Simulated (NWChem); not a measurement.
A series in which one site is exchanged, each optimised at PBE0/def2-SVP with NWChem, gas phase unless a solvent is named. Some are not confirmed as minima by frequencies. def2 effective core potentials on Sn; no spin-orbit coupling.

A: [SiH3][SiH3] (Si2H6; site = Si)
B: [GeH3][SiH3] (GeSiH6; site = Ge)
C: C[SiH3] (CH6Si; site = C)
D: [SiH3][SnH3] (SnSiH₆; site = Sn)

Task: Rank them by vertical ionisation energy, ΔSCF, PBE0/def2-SVP (eV), lowest first.

Result: D (10.03), B (10.45), A (10.58), C (11.58)
